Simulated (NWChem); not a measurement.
Species: Cl, doublet

Program: NWChem. Spin-unrestricted. The open p shell is one determinant without spherical averaging. No stability test was run on the SCF state.

Task: Predict the results for PBE/def2-TZVP. Quantities: highest occupied level (eV); lowest empty minus highest occupied level, either spin (eV); <S²>.

Result: The highest occupied level (eV) comes out as -8.04. The lowest empty minus highest occupied level, either spin (eV) comes out as 0.38 and the <S²> comes out as 0.753.
